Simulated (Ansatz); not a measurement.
Base system: TiS$_{2}$ in the CdI2 type structure (space group P-3m1, No. 164; layered, stacked along the Cartesian z axis).

```
TiS2
1.0
    3.36059     0.00000     0.00000
   -1.68029     2.91036     0.00000
    0.00000     0.00000     5.52244
Ti S
1 2
Direct
  0.00000   0.00000   0.00000
  0.33333   0.66667   0.25857
  0.66667   0.33333   0.74143
```

Computed with Ansatz (a quantum-chemistry and plane-wave program) PBE-D3(BJ), no spin-orbit coupling.

Modification: full substitution S → Se, then cell and atoms are relaxed.

Measured lattice parameter a: TiS2 3.4073 Å (temperature not stated; as listed in R.R. Chianelli, J.C. Scanlon, A.H. Thompson, Materials Research Bulletin (1975)); TiSe2 3.536 Å (temperature not stated; as listed in Torbjörn Björkman, The Journal of Chemical Physics (2014)).

How well does PBE-D3(BJ) reproduce the measured shift?

With PBE-D3(BJ) the lattice parameter a moves by +0.120 Å (3.361 → 3.481) against +0.129 Å measured.

Whether these cells are dynamically stable was not tested. All final runs are without spin polarisation.
